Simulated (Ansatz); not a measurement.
Cs2AgSbBr6 (Fm-3m)

Computed with Ansatz 0.2.0, DFT r2SCAN, scalar-relativistic, plane waves, PAW.

Settings: cutoff 500 eV, Γ-centred mesh 4×4×4 on the computed 10-atom cell, Gaussian smearing of 0.02 eV; no spin polarisation.

The structure is relaxed at this level of theory with its symmetry kept. Whether it is the stable form of this composition wasn't checked.

Space group Fm-3m (No. 225). a = 11.242 Å, b = 11.242 Å, c = 11.242 Å, α = 90.00°, β = 90.00°, γ = 90.00°
```json
{"atom": "Cs", "site": "8c", "symmetry": "-43m", "x": "0.2500", "y": "0.2500", "z": "0.7500"}
{"atom": "Ag", "site": "4b", "symmetry": "m-3m", "x": "0.5000", "y": "0.0000", "z": "0.0000"}
{"atom": "Sb", "site": "4a", "symmetry": "m-3m", "x": "0.0000", "y": "0.0000", "z": "0.0000"}
{"atom": "Br", "site": "24e", "symmetry": "4m.m", "x": "0.2495", "y": "0.0000", "z": "0.0000"}
```

| Quantity | Value |
| --- | --- |
| Space group | Fm-3m (No. 225) |
| Volume per atom | 35.52 Å³ |
| Formation energy from the elements' standard states (Br, Hg as crystals; uncorrected) | -1.247 eV/atom |
| Generalised Kohn–Sham band gap | 1.13 eV, indirect from X to L |
| Löwdin character of the top 1 eV of the valence band | Br 4p 64 %, Ag 4d 16 %, Sb 5s 14 % |
| Löwdin character of the lowest 1 eV of the conduction band | Sb 5p 50 %, Br 4p 19 %, Ag 5s 18 %, Br 4s 7 %, unprojected 5 % |
| Electron masses at the edge by Cartesian direction of the standard setting (m_e; degenerate bands sorted by energy; no spin-orbit coupling) | x: 0.28; y: 0.28; z: 0.28 |
| Hole masses at the edge by Cartesian direction of the standard setting (m_e; degenerate bands sorted by energy; no spin-orbit coupling) | x: 0.17; y: 0.81; z: 0.81 |
| Bulk modulus | 25.2 GPa |
| Its pressure derivative | 5.7 |
| Bader charges (e) | Cs (2 in the cell) 0.88, Ag (1 in the cell) 0.56, Sb (1 in the cell) 1.39, Br (6 in the cell) -0.62 |

Spin-orbit coupling is left out, which matters for the bands of heavy elements.

Cost: 8 runs of about 16 core-minutes in all, on Arm Neoverse V1 (shared hosts).